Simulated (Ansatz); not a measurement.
Geometry optimisation, RKS PBE-D4/def2-SVP (Ansatz 0.2.0).

input.yaml

```yaml
crystal:
  periodic: [false, false, false]
  atoms:
    - { symbol: Si, position_ang: [0.0, 0.0, 0.0] }
    - { symbol: H, position_ang: [0.0, 0.0, 1.81] }
    - { symbol: F, position_ang: [1.4994, 0.0, -0.5295] }
    - { symbol: H, position_ang: [-0.6877, 1.1914, -0.4862] }
    - { symbol: H, position_ang: [-0.6877, -1.1914, -0.4862] }
    - { symbol: P, position_ang: [-2.3535, 0.0, 0.782] }
    - { symbol: H, position_ang: [-3.1199, -0.8853, -0.0213] }
    - { symbol: H, position_ang: [-2.4033, -0.4268, 2.1354] }
    - { symbol: H, position_ang: [-0.9491, 0.0, 1.8858] }
basis:
  gaussian: { orbitals: def2-SVP }
hamiltonian:
  xc: pbe
  dispersion: d4
relax:
  f_tol: 0.15
  max_steps: 25
  restrain:
    - { distance: [0, 5], at: 2.18, k: 30.0 }
    - { distance: [8, 1], at: 0.66, k: 30.0 }
    - { distance: [0, 1], at: 2.66, k: 30.0 }
    - { distance: [8, 5], at: 2.62, k: 30.0 }
```

Command:

```bash
$ ansatz run input.yaml --threads 1 --pin off --max-ram 2048MiB --backend cpu --events-out ev --progress --plain --runs-dir out
```

Q: Where does it end, and by what steps?

A: The run converged. The restraints hold the end off the free minimum. After 12 steps the energy has fallen by 4.005 eV (the restraints' own energy left out); H9 moved furthest, 1.16 Å. Joined: H2–H9 (0.95 → 0.72 Å).

```tsv
step	energy less start (eV)	largest force component (eV/Å)	accepted
0	0.0000	2.583	yes
1	-0.0530	2.233	yes
2	-0.4621	4.814	yes
3	-1.5785	4.478	yes
4	-2.4795	3.143	yes
5	-2.9586	2.042	yes
6	-3.3173	1.937	yes
7	-3.5616	1.940	yes
8	-3.7263	1.612	yes
9	-3.8429	1.220	yes
10	-3.9242	1.165	yes
11	-3.9862	1.379	yes
12	-4.0054	1.597	yes
```

```xyz
9
Properties=species:S:1:pos:R:3
Si -0.579 -0.092 -0.370
H 0.069 0.167 2.213
F 0.892 0.032 0.368
H -0.669 1.054 -1.340
H -0.558 -1.389 -1.134
P -2.259 0.111 1.047
H -3.156 -0.281 -0.023
H -2.125 -1.243 1.527
H -0.319 0.329 2.802
```

Time of the run: 31 s on 1 thread of Arm Neoverse V1, with other jobs on the host, peak memory 0.14 GiB.
